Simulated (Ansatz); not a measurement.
# Trigonal Se

These are r²SCAN (plane waves, PAW; Ansatz, a quantum-chemistry and plane-wave program) values and carry that method's errors.

Numerical settings: plane-wave cutoff 500 eV, 12×12×6 k mesh (along the axes of the cell as run), gaussian smearing 0.02 eV, scalar-relativistic PAW data made under PBE.

Cell (relaxed at this level):

```yaml
crystal:
  lattice:
    - [2.25165, -3.89997, 0.00000]
    - [2.25165, 3.89997, 0.00000]
    - [0.00000, 0.00000, 4.99211]
  atoms:
    - { symbol: Se, position: [0.00000, 0.21721, 0.66667] }
    - { symbol: Se, position: [0.78279, 0.78279, 0.00000] }
    - { symbol: Se, position: [0.21721, 0.00000, 0.33333] }
```

For trigonal Se, the band gap is 1.32 eV (on the SCF k mesh).

Note: the cell comes from a level without a dispersion term, which matters for the spacing of layers, chains or molecules.

Spin–orbit coupling is not included.

Static lattice: no zero-point or thermal effects.

Cost on a shared machine: around 2.6 core-minutes (rough).
